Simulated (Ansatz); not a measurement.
A calculation with Ansatz (development build ahead of 0.2.0).

```yaml
crystal:
  periodic: [false, false, false]
  atoms:
    - { symbol: B, position_ang: [-0.72092, 0.35029, 0.39755] }
    - { symbol: "N", position_ang: [0.70939, -0.23746, 0.26261] }
    - { symbol: H, position_ang: [-1.37573, 0.07684, -2.48797] }
    - { symbol: H, position_ang: [-1.57647, -0.42808, 0.64566] }
    - { symbol: H, position_ang: [-0.80786, 1.52481, 0.28651] }
    - { symbol: H, position_ang: [1.14671, -0.23964, 1.18483] }
    - { symbol: H, position_ang: [0.72004, -1.20104, -0.05757] }
    - { symbol: H, position_ang: [1.31614, 0.31379, -0.33664] }
basis:
  gaussian: { orbitals: def2-SVP }
total_charge: 1
magnetization:
  spin_polarized: true
  initial_magnetization: 1
hamiltonian:
  xc: hf
output:
  forces: true
```

The input is written out in the form of the current development build from the run's settings.

Output:

- Converged: yes
- Total energy: -82.24631 hartree
- Spin squared of the determinant: 0.750
- Stability test: minimum

Forces (eV/Å):
```tsv
atom	Fx	Fy	Fz
B1	0.000	0.000	0.000
N2	0.000	0.000	0.000
H3	0.000	0.000	0.000
H4	0.000	0.000	0.000
H5	0.000	0.000	0.000
H6	0.000	0.000	0.000
H7	0.000	0.000	0.000
H8	0.000	0.000	0.000
```

Caution: the charge can sit on one fragment and break the point group.
